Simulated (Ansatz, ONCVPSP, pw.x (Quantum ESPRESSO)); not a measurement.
## Which Al potential is closest to all-electron in the bcc crystal?

All use LDA (Perdew-Wang 92), scalar-relativistic, no spin, cutoffs from each file’s atomic test, pw.x 7.5; 14³ k-points, Fermi–Dirac smearing 0.01 Ry. Δ is the rms difference from all-electron LAPW of the E(V) curves that follow from fits to the pressures, over ±6 % in volume. Mesh and smearing are coarse and serve the comparison alone. The files are a selection: those with a ghost or negative overlap were mostly not run, and those with noisy or unconverged pressures or nearly equal Δ are left out.

All-electron: a0 = 3.191 Å (V0 = 16.24 Å³/atom), B0 = 73.6 GPa.

(1) Rank them by Δ, smallest first.
A. optimised norm-conserving Vanderbilt (ONCV), ONCVPSP 4.0.1.1 (patched build), LDA (Perdew-Wang 92); core [Ne], reference 3s2 3p0.5; waves: 3s: rc 1.95 bohr, ncon 4, nbas 7, qcut 2.6 1/bohr, 2 projectors, debl 1 Ha; 3p: rc 2.25 bohr, ncon 5, nbas 10, qcut 3.3 1/bohr, 2 projectors, debl 2 Ha; local part: polynomial inside 1.75 bohr (lpopt 4, dvloc0 0 Ha); core correction: Teter function fitted to the true core (icmod 2), fcfact 0.45.
B. optimised norm-conserving Vanderbilt (ONCV), ONCVPSP 4.0.1.1 (patched build), LDA (Perdew-Wang 92); core [Ne], reference 3s2 3p1; waves: 3s: rc 2.05 bohr, ncon 4, nbas 7, qcut 4 1/bohr, 2 projectors, debl 3.7 Ha; 3p: rc 2.85 bohr, ncon 5, nbas 8, qcut 2.6 1/bohr, 1 projector; d scattering state at 0.02 Ha: rc 2.55 bohr, ncon 3, nbas 7, qcut 4.3 1/bohr, 3 projectors, debl 3 Ha; local part: polynomial inside 1.65 bohr (lpopt 3, dvloc0 0 Ha); core correction: none.
C. optimised norm-conserving Vanderbilt (ONCV), ONCVPSP 4.0.1.1 (patched build), LDA (Perdew-Wang 92); core [Ne], reference 3s2; waves: 3s: rc 1.80 bohr, ncon 4, nbas 8, qcut 3 1/bohr, local; p scattering state at 0.23 Ha: rc 2.00 bohr, ncon 4, nbas 8, qcut 3.7 1/bohr, 2 projectors, debl 3 Ha; d scattering state at 0.36 Ha: rc 1.80 bohr, ncon 4, nbas 9, qcut 4.7 1/bohr, 2 projectors, debl 2.9 Ha; local part: the s channel; core correction: none. In the p channel the program set the typed energies aside and used 0.050, 3.050 Ha.

Answers

(1) B (3.8 meV/atom), C (6.0 meV/atom), A (9.0 meV/atom).
